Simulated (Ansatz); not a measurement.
fcc Al was calculated with r²SCAN+rVV10 in Ansatz (plane waves, PAW).

Numerical settings: plane-wave cutoff 500 eV, 30×30×30 k mesh, Fermi–Dirac smearing 0.1 eV, scalar-relativistic PAW data made under PBE.

Computed at the level's own relaxed cell.

Give the computed volume per atom and lattice parameter a.


- volume per atom = 15.87 Å³/atom
- lattice parameter a = 3.989 Å

Measured, for comparison: equilibrium volume per atom 16.22 Å³/atom, lattice constant a 4.018 Å (static lattice: zero-point anharmonic expansion removed; as tabulated in Mejia-Rodriguez and Trickey (2018), arXiv:1807.09216). Computed (rounded) less measured: equilibrium volume per atom -2.2 %, lattice constant a -0.7 %.

The computed numbers hold no vibrational or temperature effects.

Cost on a shared machine: roughly 60 core-seconds.

Ansatz is a first-principles code.
